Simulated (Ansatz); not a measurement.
A made-up structure of CH7NSi, closed shell:

N1  (0.138, 0.590, -0.374)
C2  (-1.312, 0.539, -0.529)
Si3  (0.708, -0.751, 0.820)
H4  (-1.614, -0.383, -0.957)
H5  (-1.657, 1.308, -1.171)
H6  (0.392, 1.486, 0.041)
H7  (0.667, 0.517, -1.242)
H8  (0.215, -2.075, 0.346)
H9  (0.178, -0.508, 2.186)
H10  (2.195, -0.790, 0.870)
(Å)

It is relaxed with PBE-D4/def2-SVP and then PBE0-D4/def2-TZVP (Ansatz 0.2.0). Atoms count as bonded within 1.22 times the sum of their covalent radii (H–H: 0.88 Å). The end point is not checked to be a true minimum.

**Question.** Does its bonding change? (Judge from chemistry; the calculation decides.)

**Answer.** Computed: Yes. Formed: C2–Si3; broken: N1–Si3.

Where it ends: The first stage lowers the energy by 2.78 eV in 20 steps. It ends as CH₇NSi ([NH2][CH2][SiH3]):
N1  (0.434, 1.204, -0.793)
C2  (-0.435, 0.055, -0.568)
Si3  (0.189, -0.950, 0.897)
H4  (-0.392, -0.598, -1.446)
H5  (-1.499, 0.299, -0.418)
H6  (0.420, 1.829, 0.002)
H7  (0.135, 1.739, -1.598)
H8  (-0.774, -2.039, 1.218)
H9  (0.312, -0.063, 2.089)
H10  (1.520, -1.543, 0.608)
(Å)

Labels in which every atom is bracketed show which atoms are joined, not bond orders.

For scale, one of the runs: PBE0-D4/def2-TZVP relaxation, 141 basis functions, launched by `ansatz run in.yaml --threads 2 --pin off --events-out ev --progress --plain --max-ram 4352MiB`. Hardware: 2 CPU threads of an Arm Neoverse V2, shared host. Wall time about 18 s.
